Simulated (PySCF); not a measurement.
# Electronic absorption of sulfonyl fluoride

Species: sulfonyl fluoride, F₂O₂S.
InChI=1S/F2O2S/c1-5(2,3)4

Method used: TDDFT wB97X-D/def2-SVPD, vertical, gas phase, core orbitals frozen in the response (PySCF 2.14.0, density-fitted response routines). Isolated species at its GFN2-xTB geometry, gas phase.

```
state  E (eV)  λ (nm)  ν̃ (cm⁻¹)       f  symmetry  main configurations (H = HOMO, L = LUMO)
   S1    8.09   153.2      65280  0.0005         –                                 H→L (93%)
   S2    8.47   146.3      68340  0.0000         –                               H-1→L (92%)
   S3    8.73   142.0      70440  0.0000         –                               H→L+1 (95%)
   S4    9.58   129.4      77310   0.022  B1 or B2                               H-2→L (84%)
   S5    9.73   127.4      78510   0.012  B1 or B2   H-1→L+1 (63%), H→L+2 (19%), H→L+6 (12%)
   S6   10.13   122.3      81740   0.060        A1                H-3→L (77%), H-2→L+1 (15%)
   S7   10.49   118.1      84640  0.0000         –              H-1→L+2 (66%), H-1→L+6 (25%)
   S8   10.61   116.8      85600  0.0014         –                             H-3→L+1 (91%)
```

Triplets (Tamm–Dancoff): T1 7.63 eV, H→L (88%); T2 8.02 eV, H-1→L (84%); T3 8.41 eV, H→L+1 (90%).

The lowest singlet lies at 8.09 eV (153 nm, vacuum ultraviolet) and is very weak; its leading configuration is HOMO→LUMO (93%). The most intense listed level is S6 at 10.13 eV (122 nm, f = 0.060), 2.04 eV above S1. Löwdin shares by element: HOMO oxygen 85%, fluorine 10%; LUMO sulfur 41%, fluorine 33%, oxygen 13% or more. The oscillator strengths of these states sum to 0.096; summed over the whole spectrum of an exact calculation they would give the number of electrons, 50 (Thomas–Reiche–Kuhn). Weighted by f, the mean energy of these states is 9.95 eV. Of the 8 states listed, 3 reach f = 0.01 and 3 stay under 0.0005. Symmetry labels in C2v follow from the direction of the transition dipole and are given only for states with f of 0.002 or more; B1 and B2 swap with the choice of axes. Singlets were solved by full linear response, triplets in the Tamm–Dancoff approximation.
